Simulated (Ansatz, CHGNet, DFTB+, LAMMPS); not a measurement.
## fcc Ir, elastic constant C12

Reference value: 249 GPa (measured, temperature not stated, no zero-point or thermal correction; as tabulated in Mehl and Papaconstantopoulos (1996), arXiv:mtrl-th/9602003).

Put these levels in order of the elastic constant C12 that they give for fcc Ir, smallest first: CHGNet-r²SCAN, GFN1-xTB as cut by DFTB+, MEAM library.meam-Ir (LAMMPS), PBE (Ansatz, an electronic-structure program).

GFN1-xTB as cut by DFTB+ (137 GPa), PBE (229 GPa), MEAM library.meam-Ir (256 GPa), CHGNet-r²SCAN (366 GPa)

Unless a cell is named, each level is at its own relaxed cell (MEAM library.meam-Ir 14.16, GFN1-xTB as cut by DFTB+ 15.41, CHGNet-r²SCAN 14.30, PBE 14.50 Å³/atom).

Differences against the reference: MEAM library.meam-Ir +2.8 %, GFN1-xTB as cut by DFTB+ -45 %, CHGNet-r²SCAN +47 %, PBE -8.0 %.

The measured value isn't corrected to a static lattice, so vibrations enter the comparison.  Density-functional levels without +SOC have no spin–orbit coupling. GFN1-xTB as cut by DFTB+: the method was fitted mainly to molecules. GFN1-xTB as cut by DFTB+: codes differ in how they cut the long-range tail of xTB's charge interaction in a crystal, so the value belongs to this code. Each level is taken at its own relaxed cell. Ansatz's density-functional and Hartree–Fock values are scalar-relativistic unless marked +SOC, with PAW data made under PBE.

Empirical potentials (MEAM library.meam-Ir) are fitted to chosen data: where that held the value shown, agreement is built in, and what lay outside the fit can be far off. Machine-learned potentials (CHGNet-r²SCAN) are trained on DFT data: a solid inside that data is no test of them.

Differences are worked out from the printed values.
